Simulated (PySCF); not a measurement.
## Magnetisability: `C=C(F)/N=C\C`, C₄H₆FN

Geometry (Å), atoms numbered from 1 in this order:
```xyz
12

C    -2.4917    0.0310    0.2630
C    -1.1897   -0.1236   -0.0010
F    -0.7331   -1.3535   -0.3209
N    -0.3004    0.9156    0.0121
C     0.9704    0.8302   -0.0543
C     1.8788   -0.3575   -0.1244
H    -2.8652    1.0270    0.4929
H    -3.1651   -0.8259    0.2570
H     1.4913    1.8022   -0.0639
H     1.4125   -1.2867    0.2174
H     2.7873   -0.1548    0.4626
H     2.2075   -0.5035   -1.1684
```

Method: PySCF 2.14.0, GIAO KT3/aug-pcSseg-1 magnetisability, rotational g tensor and spin-rotation constants, non-relativistic, gas phase. Geometry: PBE0-D3(BJ)/def2-SVP.

(1) What are the magnetisability and the molar susceptibility?

(2) Split it along the inertial axes a, b, c into diamagnetic and paramagnetic parts about the centre of mass, with the quadrupole moment.

(3) And the rotational g tensor?

## Answers

(1) Isotropic -746 × 10⁻³⁰ J/T², or -44.9 × 10⁻⁶ cm³/mol; principal values -863, -750, -624 × 10⁻³⁰ J/T², anisotropy 207 × 10⁻³⁰ J/T² (root of half the summed squared differences of the principal values). The susceptibility is in cgs units.

(2) 
| axis | χ (10⁻⁶ cm³/mol) | diamagnetic (10⁻⁶ cm³/mol) | paramagnetic (10⁻⁶ cm³/mol) | summed x² of all electrons (Å²) | quadrupole Θ (D Å) |
| --- | --- | --- | --- | --- | --- |
| a | -39.9 | -220.1 | 180.2 | 117.2 | +8.08 |
| b | -42.9 | -538.3 | 495.4 | 42.2 | -4.68 |
| c | -51.9 | -675.9 | 623.9 | 9.7 | -3.39 |

Anisotropies 2χaa − χbb − χcc = +15.0 and 2χbb − χaa − χcc = +6.1 × 10⁻⁶ cm³/mol. Θ is traceless in Buckingham's convention.

(3) 
| axis | rotational constant (GHz) | g | nuclear part | electronic part |
| --- | --- | --- | --- | --- |
| a | 7.7472 | -0.0936 | 0.5623 | -0.6560 |
| b | 2.6773 | -0.0192 | 0.6040 | -0.6232 |
| c | 2.0294 | -0.0066 | 0.5882 | -0.5949 |

Asymmetric top; isotopes 12C, 19F, 1H, 14N; no vibrational averaging.
